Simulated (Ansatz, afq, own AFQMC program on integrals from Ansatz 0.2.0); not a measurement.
# BNH (doublet): AFQMC on the coupled-cluster ladder at scale of all distances = 1.000, 6-31G

An exercise on one series of results from a longer session: the logs are not shown, and one member is left open.

The runs use Ansatz 0.2.0, Gaussian basis, and an in-house AFQMC program (afq) on its integrals; all values are calculated; 6-31G, frozen cores.

Plan: Full CI; PBE (unrestricted); r2SCAN (unrestricted); PBE0 (unrestricted); B3LYP (unrestricted); wB97M-V (unrestricted); B2PLYP (unrestricted); CCSD(T) on ROHF; Full CI; Full CI (quartet); CCSDT(Q) on ROHF; CCSDTQ on ROHF; Phaseless AFQMC, CISD trial on ROHF; Phaseless AFQMC, single-determinant trial on ROHF; CCSD(T) on UHF; Full CI; CCSDT(Q) on UHF; CCSDTQ on UHF; Phaseless AFQMC, CISD trial on UHF; Phaseless AFQMC, single-determinant trial on UHF; Free-projection AFQMC, CISD trial on UHF.

7 further runs of the same task are left out: 7 that didn't finish.

## The geometry

The geometry derives from a PBE0/def2-TZVP stationary point (not a proven minimum). All distances are scaled together.

3 atoms, charge 0, spin multiplicity 2.

Atoms are counted from 1 here; the program's logs count them from 0.

Bond lengths: B1–N2 1.306 Å, B1–H3 1.174 Å. Angles: N2–B1–H3 180.0°.

Geometry (Å):

```xyz
3

B     0.0000    0.0000    0.0439
N     0.0000    0.0000   -1.2617
H     0.0000    0.0000    1.2178
```

The first run:

File in.yaml:

```yaml
crystal:
  periodic: [false, false, false]
  atoms:
    - {symbol: B, position_ang: [0.000000, 0.000000, 0.043923]}
    - {symbol: N, position_ang: [0.000000, 0.000000, -1.261739]}
    - {symbol: H, position_ang: [0.000000, 0.000000, 1.217815]}
basis:
  gaussian: {orbitals: 6-31G}
magnetization: {spin_polarized: false, initial_magnetization: 1}
correlation: {method: fci, electrons: outside_noble_gas}
```

Command:

```sh
> ansatz run in.yaml --threads 1 --pin off --events-out ev --progress --plain --max-ram 16896MiB --backend cuda --devices 0, --max-vram 18GiB
```

Among the steps run: Full CI; PBE (unrestricted); r2SCAN (unrestricted); PBE0 (unrestricted); B3LYP (unrestricted); wB97M-V (unrestricted); B2PLYP (unrestricted); CCSD(T) on ROHF; Full CI (quartet); CCSDT(Q) on ROHF; CCSDTQ on ROHF; Phaseless AFQMC, CISD trial on ROHF; Phaseless AFQMC, single-determinant trial on ROHF; CCSD(T) on UHF; CCSDT(Q) on UHF; CCSDTQ on UHF; Phaseless AFQMC, CISD trial on UHF; Phaseless AFQMC, single-determinant trial on UHF; Free-projection AFQMC, CISD trial on UHF.

One of the session's tables, all rows but one given; the rest of the session is left out.

It belongs to the step «AFQMC on the ladder». On the ROHF determinant, counted from full CI (exact for this spin and basis):

```
                                                              level  from full CI (kcal/mol)
                                                                 HF                  +101.30
                                                                MP2                        ?
                                                               CCSD                    +3.82
                                                            CCSD(T)                    +0.84
                                                           CCSDT(Q)                    +0.02
                                                             CCSDTQ                    +0.02
                                                            full CI                     0.00
              Phaseless AFQMC, CISD trial, step 0.005, 4000 walkers                    +0.46
Phaseless AFQMC, single-determinant trial, step 0.005, 4000 walkers                    +1.29
```

Estimate the missing values for MP2.

As computed: from full CI (kcal/mol): +14.17. In the column «from full CI (kcal/mol)» it lies between CCSD (+3.82) and HF (+101.30).
